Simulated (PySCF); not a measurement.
# LiH−: from the state search to spectroscopic constants

What are the lowest state that PBE0 finds, the bond length, vibrational wavenumber and bond energy of LiH−, and how much do these hang on the method?

Computed with PySCF 2.14.0. Level: Li aug-pcseg-1, H aug-pcseg-1, no relativity.

3 further runs of the same task are left out: 3 set aside as unsound or not needed.

**1. Input**

Settings of the job:

```json
{
  "atoms": "Li, H",
  "charge": "-1",
  "basis": "Li aug-pcseg-1, H aug-pcseg-1",
  "Hamiltonian": "no relativity",
  "basis functions": "22",
  "electrons treated": "5",
  "masses in u": "7.0160, 1.0078",
  "levels": "PBE0, PBE, r²SCAN, BHandHLYP, TPSSh, r²SCANh, LC-ωPBE, MP2, SCS-MP2, CCSD, CCSD(T)",
  "grid": "80 radial by 434 angular points",
  "occupations": "held fixed by the projection of orbital angular momentum",
  "dissociation limit": "Li + H−, each in its ground configuration",
  "starting distance in angstrom": "1.705",
  "values of 2S to try": "1, 3"
}
```

Launch:

```console
> OMP_NUM_THREADS=1 python dia.py task.json out
```

After this run come: The PBE0 curve of the state that the search chose; PBE (GGA); r²SCAN; BHandHLYP (global hybrid GGA); TPSSh; r²SCANh (hybrid meta-GGA); LC-ωPBE; Correlated methods on the Hartree–Fock reference.

**Question.** What will these runs give? Wanted: for each run, Re; ωe; De; μ.

**Answer**, as computed:

Lowest PBE0 solution found, without spin–orbit coupling: ²Σ⁺ (doublet), unpaired electrons σ ↑.

| level | Re (Å) | ωe (cm⁻¹) | De (eV) | μ (D) |
| --- | --- | --- | --- | --- |
| UHF-MP2 | 1.677 | 1167 | 2.01 | n/a |
| UHF-SCS-MP2 | 1.675 | 1164 | 1.99 | n/a |
| UHF-CCSD | 1.684 | 1134 | 1.93 | n/a |
| UHF-CCSD(T) | 1.685 | 1132 | 1.94 | n/a |
| PBE | 1.690 | 1143 | 2.03 | 4.02 |
| r²SCAN | 1.694 | 1141 | 2.03 | 3.81 |
| TPSSh | 1.685 | 1154 | 2.12 | 4.05 |
| r²SCANh | 1.691 | 1150 | 2.04 | 3.79 |
| PBE0 | 1.682 | 1168 | 2.07 | 4.07 |
| BHandHLYP | 1.665 | 1207 | 2.07 | 4.07 |
| LC-ωPBE | 1.679 | 1180 | 2.10 | 4.10 |

De is counted to Li + H− in their ground configurations. A positive dipole points from Li to H; in an ion it is taken about the centre of mass and does not tell which atom is negative.

Differences from CCSD(T) in the same basis:

| level | Re (mÅ) | ωe (%) |
| --- | --- | --- |
| UHF-MP2 | -8 | +3.1 |
| UHF-SCS-MP2 | -10 | +2.8 |
| UHF-CCSD | -1 | +0.2 |
| PBE | +5 | +1.0 |
| r²SCAN | +9 | +0.8 |
| TPSSh | 0 | +1.9 |
| r²SCANh | +6 | +1.6 |
| PBE0 | -2 | +3.2 |
| BHandHLYP | -20 | +6.6 |
| LC-ωPBE | -6 | +4.2 |

In words: Judged by CCSD(T) in the same basis: best bond length TPSSh (0 mÅ), worst BHandHLYP (-20 mÅ); best wavenumber UHF-CCSD (+0.2 %), worst BHandHLYP (+6.6 %). CCSD(T) in a basis this small is itself some way from its limit, more so than the functionals. Of the levels with a De here, UHF-CCSD gives the least (1.93 eV) and TPSSh the most (2.12 eV).

At some levels the lowest empty orbital lies below the highest filled one (the two can be of opposite spin). With some functionals the highest level of the anion is positive, from self-interaction error or because the anion is truly unbound there; the finite basis then holds the extra electron, and no neutral molecule was run to test the binding.
